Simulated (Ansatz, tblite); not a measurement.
# AlCl2(SiH3) (AlCl2H3Si): which spin state is lowest

Is the singlet the ground state of AlCl2(SiH3) (AlCl2H3Si)? Other spin states are computed and compared level by level.

Computed with Ansatz 0.2.0, Gaussian basis. Level: as each input shows.

The runs, in order: triplet, at the geometry of the singlet (GFN1-xTB, GFN2-xTB, PBE0-D4/def2-TZVP, PBE-D4/def2-TZVP, r2SCAN-D4/def2-TZVP); the singlet's energies come from earlier runs.

## (1) The structure

The geometry is that of the singlet, from an earlier relaxation (PBE0-D4/def2-SVP).

7 atoms, charge 0, spin multiplicity 1.

Bond lengths: Al1–Cl2 2.100 Å, Al1–Cl3 2.100 Å, Al1–Si4 2.430 Å, Si4–H5 1.495 Å, Si4–H6 1.495 Å, Si4–H7 1.497 Å. Angles: Cl2–Al1–Cl3 116.4°, Cl2–Al1–Si4 121.7°, Cl3–Al1–Si4 121.9°, Al1–Si4–H5 110.5°, Al1–Si4–H6 110.4°, Al1–Si4–H7 109.4°, H5–Si4–H6 109.4°, H5–Si4–H7 108.6°, H6–Si4–H7 108.5°.

## (2) Triplet at the fixed geometry, GFN1-xTB

Tight binding, by tblite at 300 K electronic temperature and without a spin-polarisation term:

```python
tblite.interface.Calculator('GFN1-xTB', numbers, positions, charge=0, uhf=2).singlepoint()
```

Energy -360.4956 eV; 0.007 s.

## (3) Triplet at the fixed geometry, GFN2-xTB

Tight binding, by tblite at 300 K electronic temperature and without a spin-polarisation term:

```python
tblite.interface.Calculator('GFN2-xTB', numbers, positions, charge=0, uhf=2).singlepoint()
```

Energy -365.4417 eV; 0.012 s.

## (4) Triplet at the fixed geometry, PBE0-D4/def2-TZVP

Contents of in.yaml:

```yaml
crystal:
  periodic: [false, false, false]
  atoms:
    - {symbol: Al, position_ang: [0.643319, 1.121248, 0.011059]}
    - {symbol: Cl, position_ang: [2.742393, 1.189186, 0.034709]}
    - {symbol: Cl, position_ang: [-0.349532, 2.971482, -0.033077]}
    - {symbol: Si, position_ang: [-0.567605, -0.985723, 0.006548]}
    - {symbol: H, position_ang: [-1.904818, -0.823077, 0.654542]}
    - {symbol: H, position_ang: [0.210421, -2.036006, 0.732026]}
    - {symbol: H, position_ang: [-0.774178, -1.437111, -1.405797]}
basis:
  gaussian: {orbitals: def2-TZVP}
magnetization: {spin_polarized: true, initial_magnetization: 2}
hamiltonian: {xc: pbe0, dispersion: d4}
scf: {omitted_lower_state_checks: [starts]}
output: {orbitals: {seedname: orbitals}}
```

On the command line:

```
$ ansatz run in.yaml --threads 4 --pin off --events-out ev --progress --plain --max-ram 3916MiB
```

Log:

```text
Functional definition: PBE0
  name "PBE0"
  cite "Adamo & Barone, J. Chem. Phys. 110, 6158 (1999) doi:10.1063/1.478522"
  cite "Perdew, Burke & Ernzerhof, Phys. Rev. Lett. 77, 3865 (1996) doi:10.1103/PhysRevLett.77.3865"
  parent pbe
  parameter a = 0.25
  parameter kappa = 0.804
  parameter beta = 0.06672455060314922
  exchange = (1 - a)*pbe_x(kappa = kappa, mu = beta*pi^2/3) + a*exact_x
  correlation = pbe_c(beta = beta)
these checks for a lower state are left out or cut short: starts
1215 factors; their error is unknown
mean field evaluation 1: about -39553.7122 eV, gradient 1.1e1 eV
mean field evaluation 2: about -39554.1620 eV, gradient 9.5e0 eV
mean field evaluation 4: about -39554.5857 eV, gradient 7.9e-1 eV
mean field evaluation 8: about -39554.7159 eV, gradient 4.5e-2 eV
mean field evaluation 16: about -39554.7159 eV, gradient 1.5e-4 eV
mean field -39554.71589060 eV, -1453.6089978302 hartree, gradient 2.0e-5 eV, S^2 2.004184; 0 other end points of the search recorded, 0 dependent functions left out
reference -39554.71592786 eV, -1453.6089991993 hartree; 33, 31 occupied and 133, 135 virtual orbitals, 1215 factors
Total energy: -39554.87412845 eV, -1453.6148129638 hartree
Checks for a lower state left out: starts
```

Run time: 3.8 s. Hardware: 4 threads of Arm Neoverse V2, shared host; peak memory 0.56 GiB.

HOMO -4.21 eV, LUMO -6.35 eV (over both spins; with the spin held, an empty level of the minority spin lies below the top filled one); ⟨S²⟩ 2.004 (pure: 2.00).

## (5) Triplet at the fixed geometry, PBE-D4/def2-TZVP

start.molden holds the orbitals of an earlier run on this state, given as this run's starting guess.

Edit in.yaml of step 4 so:

```diff
@@ -11,5 +11,5 @@
 basis:
-  gaussian: {orbitals: def2-TZVP}
+  gaussian: {orbitals: def2-TZVP, initial_orbitals: start.molden}
 magnetization: {spin_polarized: true, initial_magnetization: 2}
-hamiltonian: {xc: pbe0, dispersion: d4}
+hamiltonian: {xc: pbe, dispersion: d4}
 scf: {omitted_lower_state_checks: [starts]}
```

Same command.

Log:

```text
Functional definition: PBE
  name "PBE"
  cite "Perdew, Burke & Ernzerhof, Phys. Rev. Lett. 77, 3865 (1996) doi:10.1103/PhysRevLett.77.3865"
  parent pbe
  parameter kappa = 0.804
  parameter beta = 0.06672455060314922
  exchange = pbe_x(kappa = kappa, mu = beta*pi^2/3)
  correlation = pbe_c(beta = beta)
these checks for a lower state are left out or cut short: starts
1155 factors; their error is unknown
mean field evaluation 1: about -39551.2398 eV, gradient 1.0e1 eV
mean field evaluation 2: about -39551.3686 eV, gradient 2.6e-1 eV
mean field evaluation 4: about -39551.3624 eV, gradient 3.2e-2 eV
mean field evaluation 8: about -39551.3624 eV, gradient 1.4e-5 eV
mean field -39551.36240053 eV, -1453.4857593431 hartree, gradient 1.4e-5 eV, S^2 2.003525; 0 other end points of the search recorded, 0 dependent functions left out
reference -39551.36244993 eV, -1453.4857611587 hartree; 33, 31 occupied and 133, 135 virtual orbitals, 1155 factors
Total energy: -39551.54394175 eV, -1453.4924308601 hartree
Checks for a lower state left out: starts
```

Run time: 2.5 s. Hardware: 4 threads of Arm Neoverse V2, shared host.

From the report: HOMO -3.30 eV, LUMO -7.05 eV (over both spins; with the spin held, an empty level of the minority spin lies below the top filled one); ⟨S²⟩ 2.004 (pure: 2.00).

## (6) Triplet at the fixed geometry, r2SCAN-D4/def2-TZVP

Edit in.yaml of step 5 so:

```diff
@@ -13,3 +13,3 @@
 magnetization: {spin_polarized: true, initial_magnetization: 2}
-hamiltonian: {xc: pbe, dispersion: d4}
+hamiltonian: {xc: r2scan, dispersion: d4}
 scf: {omitted_lower_state_checks: [starts]}
```

The command is unchanged.

Log:

```text
Functional definition: r2SCAN
  name "r2SCAN"
  cite "Furness, Kaplan, Ning, Perdew & Sun, J. Phys. Chem. Lett. 11, 8208 (2020) doi:10.1021/acs.jpclett.0c02405"
  cite "Furness, Kaplan, Ning, Perdew & Sun, J. Phys. Chem. Lett. 11, 9248 (2020) doi:10.1021/acs.jpclett.0c03077"
  parent r2scan
  parameter k0 = 0.174
  parameter k1 = 0.065
  parameter a1 = 4.9479
  exchange = r2scan_x(k0 = k0, k1 = k1, a1 = a1)
  correlation = r2scan_c
these checks for a lower state are left out or cut short: starts
1155 factors; their error is unknown
mean field evaluation 1: about -39566.4684 eV, gradient 7.2e0 eV
mean field evaluation 2: about -39566.5064 eV, gradient 7.9e-2 eV
mean field evaluation 4: about -39566.4930 eV, gradient 1.6e-3 eV
mean field -39566.49302728 eV, -1454.0417996204 hartree, gradient 3.9e-5 eV, S^2 2.006954; 0 other end points of the search recorded, 0 dependent functions left out
reference -39566.49304420 eV, -1454.0418002421 hartree; 33, 31 occupied and 133, 135 virtual orbitals, 1155 factors
Total energy: -39566.53635245 eV, -1454.0433917911 hartree
Checks for a lower state left out: starts
```

It took 6.5 s on 4 threads of Arm Neoverse V2, shared host.

From the report: HOMO -3.60 eV, LUMO -6.80 eV (over both spins; with the spin held, an empty level of the minority spin lies below the top filled one); ⟨S²⟩ 2.007 (pure: 2.00).

## (7) Triplet less singlet, vertical

The singlet's energies are those of its earlier runs, whose logs aren't repeated here.

| level | triplet less singlet, vertical (kJ/mol) | time |
| --- | --- | --- |
| GFN1-xTB | +442.9 | 0.024 s |
| GFN2-xTB | +348.2 | 0.017 s |
| PBE-D4/def2-TZVP | +401.4 | 3.7 s |
| r2SCAN-D4/def2-TZVP | +402.4 | 9.3 s |
| PBE0-D4/def2-TZVP | +418.7 | 5.5 s |

Times add the two runs; a level without a time comes out of a correlated run. Tight binding without a spin term can't rank spin states.

## (8) Results

| quantity | value |
| --- | --- |
| triplet less singlet, vertical, functionals in def2-TZVP | +401.4 (PBE-D4) to +418.7 kJ/mol (PBE0-D4) |

**Reading.** All functionals put the triplet above the singlet, over a spread of 17.3 kJ/mol. The checks for a lower triplet were left out, so another state of that spin may lie lower. These are electronic energies, without zero-point motion, entropy or surroundings.
